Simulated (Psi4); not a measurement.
Reaction (SMILES): C(Cl)=C + 3 [H][H] (H2) → 2 C (CH4) + Cl (HCl)
B3LYP-D3(BJ)/def2-TZVP geometries, fixed; electronic energies without zero-point terms.

Basis-set convergence of the energy of full hydrogenation at MP2 with Psi4. Cartesian d functions, on some or all atoms, in 6-31G*, 6-31+G*; all else is spherical. Density fitting with the program's default auxiliary sets. Cores are frozen. Psi4's default fitting sets serve the pcseg sets less well. No added dispersion term, no relativity. Functions are those of the species that has most. Reference: Hartree-Fock in cc-pV(Q+d)Z plus the correlation part extrapolated as X^-3 from cc-pV(T+d)Z and cc-pV(Q+d)Z, -75.55 kcal/mol, itself unsure by roughly 0.23 kcal/mol (a third of the extrapolation step and of the last Hartree-Fock step). Deviations are taken from unrounded values.

```json
[
 {"basis": "3-21G", "functions": "37", "energy of full hydrogenation (kcal/mol)": "-72.51", "minus reference (kcal/mol)": "3.05"},
 {"basis": "6-31G", "functions": "37", "energy of full hydrogenation (kcal/mol)": "-69.63", "minus reference (kcal/mol)": "5.93"},
 {"basis": "pcseg-0", "functions": "37", "energy of full hydrogenation (kcal/mol)": "-76.19", "minus reference (kcal/mol)": "-0.64"},
 {"basis": "6-31G*", "functions": "55", "energy of full hydrogenation (kcal/mol)": "-68.42", "minus reference (kcal/mol)": "7.13"},
 {"basis": "cc-pV(D+d)Z", "functions": "66", "energy of full hydrogenation (kcal/mol)": "-77.56", "minus reference (kcal/mol)": "-2.01"},
 {"basis": "6-31+G*", "functions": "67", "energy of full hydrogenation (kcal/mol)": "-67.32", "minus reference (kcal/mol)": "8.23"},
 {"basis": "def2-SVPD", "functions": "91", "energy of full hydrogenation (kcal/mol)": "-81.94", "minus reference (kcal/mol)": "-6.39"},
 {"basis": "6-311+G**", "functions": "92", "energy of full hydrogenation (kcal/mol)": "-74.61", "minus reference (kcal/mol)": "0.94"},
 {"basis": "aug-pcseg-1", "functions": "100", "energy of full hydrogenation (kcal/mol)": "-79.17", "minus reference (kcal/mol)": "-3.62"},
 {"basis": "aug-cc-pV(D+d)Z", "functions": "105", "energy of full hydrogenation (kcal/mol)": "-78.60", "minus reference (kcal/mol)": "-3.05"},
 {"basis": "6-311++G(2d,2p)", "functions": "119", "energy of full hydrogenation (kcal/mol)": "-76.58", "minus reference (kcal/mol)": "-1.03"},
 {"basis": "def2-TZVPD", "functions": "147", "energy of full hydrogenation (kcal/mol)": "-72.42", "minus reference (kcal/mol)": "3.14"},
 {"basis": "jun-cc-pV(T+d)Z", "functions": "168", "energy of full hydrogenation (kcal/mol)": "-76.45", "minus reference (kcal/mol)": "-0.90"},
 {"basis": "def2-TZVPPD", "functions": "176", "energy of full hydrogenation (kcal/mol)": "-76.35", "minus reference (kcal/mol)": "-0.80"},
 {"basis": "6-311++G(3df,3pd)", "functions": "179", "energy of full hydrogenation (kcal/mol)": "-75.90", "minus reference (kcal/mol)": "-0.35"},
 {"basis": "aug-pcseg-2", "functions": "211", "energy of full hydrogenation (kcal/mol)": "-76.17", "minus reference (kcal/mol)": "-0.62"},
 {"basis": "cc-pV(Q+d)Z", "functions": "264", "energy of full hydrogenation (kcal/mol)": "-75.84", "minus reference (kcal/mol)": "-0.28"},
 {"basis": "pcseg-3", "functions": "283", "energy of full hydrogenation (kcal/mol)": "-76.23", "minus reference (kcal/mol)": "-0.67"}
]
```
